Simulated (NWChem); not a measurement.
C$_{2}$H$_{3}$F; SMILES FC=C

```xyz
6

C     -0.2356     1.1707     0.0000
C      0.4305     0.0250     0.0000
F     -0.1866    -1.1720     0.0000
H     -1.3200     1.1956     0.0000
H      0.3073     2.1087     0.0000
H      1.5123    -0.0766     0.0000
```
Atoms are numbered in this order, from 1.

Results from NWChem. Coordinates come from a B3LYP/6-31G* (spherical d) optimisation. GIAO values for the isolated, static molecule; σ is the absolute isotropic shielding, δ = σ(reference) − σ with the isolated reference molecule computed at the same levels (13C: tetramethylsilane, 19F: trichlorofluoromethane, 1H: tetramethylsilane).

**Question.** Estimate the computed values for PBE0/pcSseg-1. Quantities: δ C1 (ppm); δ C2 (ppm); δ F3 (ppm); δ H4 (ppm); δ H5 (ppm); δ H6 (ppm).

**Answer.** 
| Item | Result |
|---|---|
| δ C1 (ppm) | 101.0 |
| δ C2 (ppm) | 166.0 |
| δ F3 (ppm) | -109.8 |
| δ H4 (ppm) | 5.05 |
| δ H5 (ppm) | 4.64 |
| δ H6 (ppm) | 6.79 |
